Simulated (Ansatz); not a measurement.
The input, for Ansatz 0.2.0:

```yaml
crystal:
  periodic: [false, false, false]
  atoms:
    - {symbol: O, position_ang: [-0.962673, -0.231644, 0.000000]}
    - {symbol: H, position_ang: [-1.211982, 0.694932, 0.000000]}
    - {symbol: H, position_ang: [0.322327, -0.231644, 0.000000]}
    - {symbol: Br, position_ang: [1.852327, -0.231644, 0.000000]}
basis:
  gaussian: {orbitals: cc-pVDZ}
magnetization: {spin_polarized: true, initial_magnetization: 1}
hamiltonian: {xc: {name: PBE0}}
output: {forces: true, orbitals: {seedname: orbitals}}
```

```sh
$ ansatz run in.yaml --threads 1 --pin off --events-out ev --progress --plain --max-ram 2393MiB
```

The program prints:

```
532 factors; integrals over basis functions are off by at most 1.5e-3 eV
mean field evaluation 1: about -72105.5014 eV, gradient 3.9e1 eV
mean field evaluation 2: about -72077.2746 eV, gradient 8.6e1 eV
mean field evaluation 4: about -72112.3047 eV, gradient 6.1e0 eV
mean field evaluation 8: about -72112.4835 eV, gradient 2.1e-1 eV
mean field evaluation 16: about -72112.4837 eV, gradient 6.0e-4 eV
mean field evaluation 32: about -72112.6781 eV, gradient 9.9e-2 eV
mean field -72112.67829040 eV, -2650.0920474432 hartree, gradient 4.7e-6 eV, S^2 0.759830; 5 other end points of the search recorded, 0 dependent functions left out
the calculation of the forces begins
reference -72112.67830466 eV, -2650.0920479674 hartree; 23, 22 occupied and 28, 29 virtual orbitals, 532 factors
Total energy: -72112.67830466 eV, -2650.0920479674 hartree
Atom 0 at    -0.962673    -0.231644     0.000000 Å, force     1.061882    -0.719155    -0.000000 eV/Å
Atom 1 at    -1.211982     0.694932     0.000000 Å, force    -0.142735     0.868649    -0.000000 eV/Å
Atom 2 at     0.322327    -0.231644     0.000000 Å, force    -1.652934    -0.330153     0.000000 eV/Å
Atom 3 at     1.852327    -0.231644     0.000000 Å, force     0.733788     0.180658    -0.000000 eV/Å
Dipole moment:    -0.240017     0.314684     0.000000 e Å
```

Forces (eV/Å):
```
O    1.062 -0.719  0.000
H   -0.143  0.869  0.000
H   -1.653 -0.330  0.000
Br   0.734  0.181  0.000
```

Ran on 1 thread of Arm Neoverse V2, shared host: 7 s wall, 0.13 GiB peak host memory.
